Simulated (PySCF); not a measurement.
Run record: geometry optimisation, phosphaethyne, `C#P`.

Method: PBE0-D3(BJ)/def2-SVP geometry optimisation, gas phase (PySCF 2.14.0). Start geometry: GFN2-xTB. The command runs a driver script over a list of jobs; the input below is this job's line of settings and its coordinates in Å.

Command:
```bash
OMP_NUM_THREADS=1 python probes_run.py task.json out
```

Input:
```
{"job": {"xc": "PBE0", "basis": "def2-SVP", "d3": "d3bj", "grid": 1, "kind": "geom"}, "charge": 0, "multiplicity": 1}
C     -0.159201     0.083772    -0.003368
P      1.381836    -0.049084    -0.011187
H     -1.211154     0.174667     0.002002
```

Task: What does the run print?

Result: 
```
step   0  E = -379.67617179  max force = 0.030868
step   1  E = -379.67370926  max force = 0.013835
step   2  E = -379.67603223  max force = 0.007873
step   3  E = -379.67655057  max force = 0.004704
step   4  E = -379.67680166  max force = 0.000529
step   5  E = -379.67680192  max force = 0.000036
optimisation converged
```

Energies in Eh; «max force» is the largest Cartesian gradient component in Eh/bohr.

Task: At which steps does the energy rise by more than 1e-5 Eh?

Result: At step 1 (+2.46 mEh).

Summary of the converged run: final energy -379.67680 Eh after 5 steps; dipole 0.51 D.

Time: 2.5 s. Hardware: an Arm Neoverse V1 with one thread (shared host).
Labels such as C1 count atoms from 1, the log's own numbers from 0.
